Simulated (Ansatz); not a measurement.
in.yaml

```yaml
crystal:
  periodic: [false, false, false]
  atoms:
    - {symbol: B, position_ang: [0.000000, 0.000000, 0.591174]}
    - {symbol: B, position_ang: [0.000000, 0.000000, -0.795772]}
    - {symbol: H, position_ang: [0.000000, 0.916884, 1.097241]}
    - {symbol: H, position_ang: [0.000000, -0.916884, 1.097241]}
basis:
  gaussian: {orbitals: 6-31G}
magnetization: {spin_polarized: false, initial_magnetization: 2}
correlation: {method: fci, electrons: outside_noble_gas}
```

```sh
$ ansatz run in.yaml --threads 1 --pin off --events-out ev --progress --plain --max-ram 2393MiB
```

The program prints:

```
503 factors; integrals over basis functions are off by at most 1.3e-7 eV
mean field evaluation 1: about -1367.6889 eV, gradient 1.3e1 eV
mean field evaluation 2: about -1367.6933 eV, gradient 1.3e1 eV
mean field evaluation 4: about -1369.0279 eV, gradient 2.0e0 eV
mean field evaluation 8: about -1369.1442 eV, gradient 5.7e-2 eV
mean field -1369.14424306 eV, -50.3151228930 hartree, gradient 1.4e-6 eV, S^2 2.000000; 0 other end points of the search recorded, 0 dependent functions left out
mean field evaluation 16: about -1368.7516 eV, gradient 3.7e0 eV
2 core orbitals not correlated: weight in the atoms' cores, before any rotation towards them, 1.000 or more for the frozen orbitals, at most 0.000 for the correlated occupied ones
reference -1369.14424306 eV, -50.3151228930 hartree; 5, 3 occupied and 15, 17 virtual orbitals, 503 factors
state -1371.81218898 eV, -50.4131680973 hartree
Total energy: -1371.81218898 eV, -50.4131680973 hartree
```

Ran on 1 thread of Arm Neoverse V2, shared host: 30 s wall, 0.64 GiB peak host memory.
